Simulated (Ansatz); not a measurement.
## Tl, dhcp: how the functional moves the structure

All rows: Ansatz, plane waves with scalar-relativistic PAW, 420 eV (500 eV for the SCAN forms), relaxed under each functional, no dispersion correction, no zero-point motion. B₀ comes from uniform scaling at fixed shape; a dash is a value not given.

```tsv
functional	V (Å³/atom)	cell	B₀ (GPa)	magnetic state	ΔE to hcp (meV/atom)
PBE	31.22	a = 3.549 Å, c = 11.451 Å (c/a = 3.227)	27	spin not included	17
r²SCAN	29.92	a = 3.498 Å, c = 11.298 Å (c/a = 3.230)	32	spin not included	16
PBEsol	28.43	a = 3.433 Å, c = 11.142 Å (c/a = 3.246)	37	spin not included	14
LDA	27.12	a = 3.378 Å, c = 10.977 Å (c/a = 3.249)	44	spin not included	13
revPBE	32.84	a = 3.615 Å, c = 11.603 Å (c/a = 3.209)	22	spin not included	19
RPBE	33.54	a = 3.643 Å, c = 11.669 Å (c/a = 3.203)	20	spin not included	20
BLYP	35.37	a = 3.724 Å, c = 11.782 Å (c/a = 3.164)	18	spin not included	22
```

LDA gives the smallest volume and BLYP the largest.
